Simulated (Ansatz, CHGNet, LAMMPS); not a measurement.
How well does each level of theory give the lattice constant a of zinc-blende ZnS?

Reference value: 5.41 Å (measured, room temperature, not corrected to a static lattice; as tabulated in Albrecht et al. (1997), arXiv:cond-mat/9706128).

Question: Put these levels in order of the lattice constant a that they give for zinc-blende ZnS, smallest first: CHGNet 0.3.0, HSE06 (Ansatz, a program for electronic structure), ionic model grunwald2012 (rigid ions, LAMMPS), r²SCAN (Ansatz).

Answer: r²SCAN (5.389 Å), HSE06 (5.425 Å), CHGNet 0.3.0 (5.448 Å), ionic model grunwald2012 (5.477 Å)

Differences against the reference: ionic model grunwald2012 +1.24 %, CHGNet 0.3.0 +0.70 %, r²SCAN -0.39 %, HSE06 +0.28 %.

The reference isn't brought to a static lattice, while the calculations are for one, so the differences are not the levels' errors alone. A static lattice is as a rule a little smaller than the measured one.  Cutoffs and k meshes differ between the levels. Ansatz's density-functional and Hartree–Fock values are scalar-relativistic unless marked +SOC, with PAW data made under PBE.

Empirical potentials (ionic model grunwald2012) are fitted to chosen data: where that held the value shown, agreement is built in, and what lay outside the fit can be far off. Machine-learned potentials (CHGNet 0.3.0) are trained on DFT data: a solid inside that data is no test of them.

Differences are worked out from the printed values.
